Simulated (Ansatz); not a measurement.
Computed with Ansatz on PBE0-D4/def2-TZVP structures; ΔE is electronic, products minus reactants. CCSD(T)/CBS is the MP2 limit (def2-TZVPP, def2-QZVPP) plus CCSD(T) − MP2 in def2-TZVPP, frozen cores. This one scheme is used for every species. DFT in def2-TZVPP. B3LYP here is the variant with VWN-RPA as its local correlation; programs differ in this. Each species was taken in one conformer, which may not be the lowest.

`N=CNCS` + H₂ → `CNC=N` + H₂S  (hydrogenolysis of a C–S bond)

`N=CNCS`:

Cartesian coordinates in Å:
```
N 1.078 0.883 -0.882
C -0.193 0.853 -0.881
N -0.890 -0.155 -0.288
C -0.206 -1.132 0.501
S 0.385 -0.556 2.129
H 1.419 1.675 -1.415
H -0.840 1.596 -1.360
H -1.850 0.038 -0.057
H -0.875 -1.967 0.705
H 0.652 -1.492 -0.063
H 1.321 0.257 1.611
```

H₂:

Z-matrix (Å, degrees):
```
H
H 1 0.746
```

`CNC=N`:

Cartesian coordinates in Å:
```
C -0.793 0.605 0.617
N 0.293 0.595 -0.323
C 0.906 -0.556 -0.712
N 0.731 -1.738 -0.279
H -1.131 1.630 0.766
H -1.646 0.006 0.272
H -0.474 0.213 1.588
H 0.450 1.416 -0.879
H 1.654 -0.394 -1.491
H 0.010 -1.776 0.441
```

H₂S:

Z-matrix (Å, degrees):
```
S
H 1 1.341
H 1 1.341 2 92.3
```

(1) Is it downhill or uphill in electronic energy at CCSD(T)/CBS, and by how much? (An estimate is asked.)

(2) What do these levels give: PBE-D4, PBE0-D4, B3LYP-D4, ωB97X-V, ωB97M-V, B2PLYP, PBE, r2SCAN, MP2/def2-TZVPP, MP2/def2-QZVPP, MP2/CBS(def2), CCSD/CBS(def2)? (Best estimate.)

Largest T1 diagnostic among the species: 0.013.

## Answers

(1) Computed: Downhill: ΔE = -48.2 kJ/mol.

(2) The calculation gave: PBE-D4 -42.5, PBE0-D4 -48.3, B3LYP-D4 -48.8, ωB97X-V -49.8, ωB97M-V -49.1, B2PLYP -54.8, PBE -50.0, r2SCAN -48.0, MP2/def2-TZVPP -43.5, MP2/def2-QZVPP -42.0, MP2/CBS(def2) -40.6, CCSD/CBS(def2) -54.9 kJ/mol.

In def2-TZVPP, CCSD(T) changes the Hartree–Fock value by +25.5 kJ/mol (the triples alone add +6.7 kJ/mol) and MP2 by +33.1 kJ/mol. The D4 term adds +12.1 kJ/mol with B3LYP and +6.5 kJ/mol with PBE0; it sums over pairs of atoms, weighted by their polarisabilities, and B3LYP, whose exchange is more repulsive, gets the larger term.
